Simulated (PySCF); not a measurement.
CH2, SMILES [CH2] (connectivity only; charge and spin as stated), neutral, multiplicity 1.

Geometry: B3LYP-D3(BJ)/def2-TZVPD. The isomer is the one that the SMILES or the coordinates give; other isomers of the formula were not compared.

Two levels are set side by side: TDA-PBE/def2-TZVPD (PySCF) and TDA-B3LYP/def2-TZVPD (PySCF). Vertical, same geometry. The lowest singlet is HOMO→LUMO 99 % with PBE and HOMO→LUMO 99 % with the other functional; states are paired by order. Differences are taken from unrounded values.

| quantity | TDA-B3LYP |
|---|---|
| lowest singlet excitation (eV) | 1.72 |
| lowest triplet excitation (TDA) (eV) | 4.47 |
| first bright state (f over 0.05) (eV) | 6.28 |
| its oscillator strength | 0.12 |

Problem. What does TDA-PBE give, and how far is it from TDA-B3LYP? (The exact figures need the calculation; the answer reports its results.)

Solution. 
```json
[
 {"quantity": "lowest singlet excitation (eV)", "TDA-PBE": "1.71", "TDA-PBE minus TDA-B3LYP": "-0.01"},
 {"quantity": "lowest triplet excitation (TDA) (eV)", "TDA-PBE": "4.20", "TDA-PBE minus TDA-B3LYP": "-0.27"},
 {"quantity": "first bright state (f over 0.05) (eV)", "TDA-PBE": "5.97", "TDA-PBE minus TDA-B3LYP": "-0.31"},
 {"quantity": "its oscillator strength", "TDA-PBE": "0.12", "TDA-PBE minus TDA-B3LYP": "0.00"}
]
```

Rough cost on one machine, each run with all the roots and properties that it gave: TDA-B3LYP against TDA-PBE within a factor of 2.
